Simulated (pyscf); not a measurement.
**Four-centre exchange: F–SiH(F)–F (SMILES F[SiH](F)F) + SiH₂ (SMILES [SiH2]) [singlet] -> F–SiH: (SMILES F[SiH]) [singlet] + F–SiH₂–F (SMILES F[SiH2]F)**

Gas phase, singlet surface, charge 0. Bonds broken: F1–Si2, Si6–H7. Bonds formed: F1–Si6, Si2–H7. Optimised with ωB97X-D3(BJ)/def2-SVP in PySCF. MP2 and CC: frozen core, UHF for open shells. ΔMP2 is the change of the MP2 total energy from the triple- to the quadruple-zeta basis.

Transition state (Å):

```xyz
8

F     -0.1551     0.8892     0.5061
Si    -1.0235    -0.5755     0.0185
F     -0.6958    -2.0433    -0.5951
F     -2.3915     0.0017    -0.5961
H     -1.2170    -0.9354     1.4318
Si     0.6714     1.2574    -1.2249
H     -0.0491    -0.1782    -1.3972
H     -0.6031     1.9414    -1.6895
```

One imaginary mode, 157i cm⁻¹; descent along it reached the two sides named, in the forms told below.

```csv
bond,change,reactant side (Å),saddle,product side
F1–Si2,breaks,1.635,1.771,2.6
Si6–H7,breaks,1.531,1.615,2.028
F1–Si6,forms,2.296,1.953,1.674
Si2–H7,forms,3.1,1.764,1.509
```

Electronic energies relative to the separated reactants (kJ/mol):

| level | barrier | reaction energy | reverse barrier |
|---|---|---|---|
| ωB97X-D3(BJ)/def2-TZVP | 16.1 | -6.6 | 22.7 |
| PBE/def2-TZVP | 10.9 | -10.2 | 21.1 |
| r²SCAN/def2-TZVP | 14.7 | -1.8 | 16.5 |
| B3LYP-D3(BJ)/def2-TZVP | 29.3 | -8.4 | 37.6 |
| PBE0-D3(BJ)/def2-TZVP | 15.8 | -4.2 | 20.0 |
| M06-2X/def2-TZVP | 32.8 | -0.2 | 33.0 |
| ωB97M-D3(BJ)/def2-TZVP | 26.9 | -6.7 | 33.5 |
| HF/def2-TZVP | 105.0 | +3.8 | 101.3 |
| MP2/def2-QZVPP | 34.4 | -4.1 | 38.6 |
| CCSD/def2-TZVPP | 55.3 | +2.8 | 52.5 |
| CCSD(T)/def2-TZVPP | 44.7 | +1.3 | 43.4 |
| CCSD(T)/def2-TZVPP + ΔMP2(QZVPP) | 41.1 | -0.8 | 41.9 |

With CCSD(T)/def2-TZVPP + ΔMP2(QZVPP) energies and thermal terms (ideal gas, 1 atm, RRHO with modes under 100 cm⁻¹ raised to 100, one conformer, R ln 2 for chiral ones without a mode under 150 cm⁻¹), in kJ/mol:

```csv
T (K),ΔH‡,ΔG‡,ΔH,ΔG
298,49.3,96.5,+2.7,-2.0
600,49.0,144.6,+1.4,-6.1
900,50.4,192.1,+0.8,-9.8
1200,52.4,239.1,+0.5,-13.2
```

On the reactant side the descent ends in a complex, 23.7 kJ/mol under the separated species and 39.8 kJ/mol under the saddle at ωB97X-D3(BJ)/def2-TZVP. On the product side the descent ends in a complex, 18.5 kJ/mol under the separated species and 41.2 kJ/mol under the saddle at ωB97X-D3(BJ)/def2-TZVP. This is the saddle that the search found; another between the same sides may lie lower. The CCSD(T) − MP2 part came from Ansatz, without density fitting, on the same reference.
